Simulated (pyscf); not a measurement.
H₃Si–SiH₃ + SiH₃• -> •H₂Si–SiH₃ + SiH₄ (hydrogen abstraction; doublet surface; H–Si broken, H–Si formed). Structures and frequencies: ωB97X-D3(BJ)/def2-SVP in PySCF. Rate constants from transition-state theory, ωB97M-D3(BJ)/def2-TZVP energies (ideal gas, 1 atm, RRHO with modes under 100 cm⁻¹ raised to 100, one conformer, R ln 2 for chiral ones without a mode under 150 cm⁻¹; no tunnelling), k in cm³ molecule⁻¹ s⁻¹.

| T (K) | 1000/T | log10 k |
|---|---|---|
| 298 | 3.354 | -15.82 |
| 600 | 1.667 | -13.23 |
| 900 | 1.111 | ? |
| 1200 | 0.833 | -11.39 |

Q: Fit an Arrhenius line to the three values, give the activation energy, and predict k at 900 K.

A: Least squares gives log10 k = -10.11 − 1.73 × 1000/T, so Ea = 1.73 × ln 10 × 1.987 = 7.9 kcal/mol, against an electronic barrier of 6.8. At 900 K the line gives -12.03; the computed value is -12.09 (ΔG‡ = 26.6 kcal/mol), close to the line. One saddle was located; it need not be the lowest between these sides. The angle at the transferred H is 175°.
